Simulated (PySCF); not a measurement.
```xyz
11

C     -0.0263     1.2018    -0.0155
C      1.1941     0.5112     0.0052
C      1.1669    -0.8938     0.0227
N      0.0354    -1.6167     0.0209
C     -1.1267    -0.9442     0.0010
C     -1.2153     0.4582    -0.0177
H     -0.0504     2.3025    -0.0297
H      2.1543     1.0490     0.0077
H      2.1131    -1.4649     0.0392
H     -2.0470    -1.5564    -0.0002
H     -2.1981     0.9533    -0.0336
```

Charge 0, multiplicity 1.

Q: Give the Mulliken and meta-Löwdin atomic charges from PBE-D3(BJ)/def2-TZVP // PBE-D3(BJ)/def2-SVP (PySCF).

A: 
```tsv
atom	Mulliken (e)	meta-Löwdin (e)
C1	-0.12	-0.09
C2	-0.07	-0.14
C3	-0.07	0.00
N4	-0.15	-0.24
C5	-0.07	0.00
C6	-0.07	-0.14
H7	0.12	0.13
H8	0.11	0.13
H9	0.11	0.12
H10	0.11	0.12
H11	0.11	0.13
```
